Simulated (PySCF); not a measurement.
Potential energy curve for H3N, SMILES N. The N1–H4 bond (N1 also carries H, H; H4 carries nothing else) is pulled apart rigidly from the PBE0/def2-TZVP optimised geometry.

Methods: RHF/cc-pVDZ (PySCF); RKS-PBE0 = restricted PBE0/cc-pVDZ in PySCF; NEVPT2 = SC-NEVPT2 on CASSCF(2,2)/cc-pVDZ, all electrons correlated (PySCF); UHF/cc-pVDZ (PySCF).

Energies are in kcal/mol, each relative to the lowest point of its own curve near equilibrium.

```tsv
R / Å	RHF	RKS-PBE0	NEVPT2	UHF
0.77	54.8	57.2	59.3	54.8
0.80	38.8	40.9	42.7	38.8
0.85	19.7	21.5	22.8	19.7
0.92	5.1	6.2	6.9	5.1
0.94	2.9	3.8	4.3	2.9
0.99	0.2	0.4	0.6	0.2
1.01	0.0	0.0	0.1	0.0
1.03	0.3	0.0	0.0	0.3
1.07	2.0	1.2	0.9	2.0
1.12	5.8	4.3	3.8	5.8
1.19	13.4	10.7	9.9	13.4
1.24	19.8	16.4	15.3	19.8
1.37	38.5	32.9	31.1	38.5
1.51	59.4	51.4	48.4	58.6
1.67	82.1	71.4	65.9	71.6
1.80	99.0	86.0	77.6	76.5
2.04	126.3	108.7	92.5	80.0
2.22	143.5	122.4	99.2	80.8
2.48	164.3	138.1	104.2	81.1
2.72	179.9	149.0	106.3	81.1
3.06	197.3	160.1	107.6	81.1
3.51	214.0	169.6	108.2	81.2
```

At the longest distance, 3.51 Å, RHF lies highest above its minimum (214.0 kcal/mol) and UHF lowest (81.2 kcal/mol).

The restricted form behind RHF, RKS-PBE0 keeps the bonding electrons paired and can't separate into open-shell fragments. The unrestricted determinant behind UHF is spin-contaminated at 1.51 to 3.51 Å (<S²> up to 1.0, against 0.00 for a pure singlet).
